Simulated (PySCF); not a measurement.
A GIAO shielding run with PySCF (density fitting, non-relativistic, gas phase) on `InChI=1S/CH2Cl2/c2-1-3/h1H2`:

```
{"job": {"kind": "nmr", "xc": "PBE0", "basis": "6-311+G(2d,p)", "pop": true}, "charge": 0, "multiplicity": 1}
Cl    -1.465171     0.851768    -0.041544
C     -0.001994    -0.138543     0.008482
Cl     1.489020     0.808367    -0.057192
H     -0.005430    -0.707860     0.944949
H     -0.016424    -0.813732    -0.854695
```

Hardware: 1 thread of an Arm Neoverse N1, shared host. The job also computes population analyses, field gradients.

(1) How large is the calculation?

(2) How long does it take?

(3) And these other runs on the same molecule and hardware: GIAO shielding at B97-2/pcSseg-2; GIAO shielding at BHandHLYP/pcSseg-2; GIAO shielding at CAM-B3LYP/pcSseg-2; GIAO shielding at LC-wPBE/pcSseg-2; GIAO shielding at PBE0/6-31G; GIAO shielding at PBE0/6-31G*?

## Answers

(1) 42 electrons, 109 basis functions and 412 auxiliary functions.

(2) 6.9 s of wall time, with 11 SCF cycles and 5 response iterations. Times on a shared host scatter by some tens of per cent.

(3) B97-2/pcSseg-2: 150 functions, 8.8 s; BHandHLYP/pcSseg-2: 150 functions, 8.6 s; CAM-B3LYP/pcSseg-2: 150 functions, 12 s; LC-wPBE/pcSseg-2: 150 functions, 14 s; PBE0/6-31G: 39 functions, 3.3 s; PBE0/6-31G*: 54 functions, 4 s.
